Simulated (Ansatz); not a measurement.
Consider the isomerisation: `C=CNCC` → `CC1CCN1`.

Gas-phase electronic energies from Ansatz, PBE0-D4/def2-TZVP geometries. CBS: MP2 limit from def2 TZ/QZ plus the TZ coupled-cluster correction, frozen cores. Functionals use def2-TZVPP. B3LYP here is the variant with VWN-RPA as its local correlation; programs differ in this. Each species was taken in one conformer, which may not be the lowest.

```tsv
level	ΔE (kJ/mol)
r2SCAN-D4	35.7
PBE0-D4	21.3
B3LYP-D4	44.1
B2PLYP	38.4
PBE0	22.9
CCSD(T)/def2-TZVPP	23.3
MP2/def2-QZVPP	20.5
MP2/CBS(def2)	21.4
```

What does CCSD(T)/CBS give? (An estimate is asked.)

Computed: +25.6 kJ/mol. The listed levels differ from it by 10.1, -4.3, 18.5, 12.8, -2.7, -2.3, -5.1, -4.2 kJ/mol.

Largest T1 diagnostic among the species: 0.011.

From PBE to PBE0 (25 % exact exchange), in def2-TZVPP and without D4, ΔE moves by −10.5 kJ/mol. The D4 term adds −3.5 kJ/mol with B3LYP and −1.6 kJ/mol with PBE0; it sums over pairs of atoms, weighted by their polarisabilities, and B3LYP, whose exchange is more repulsive, gets the larger term.
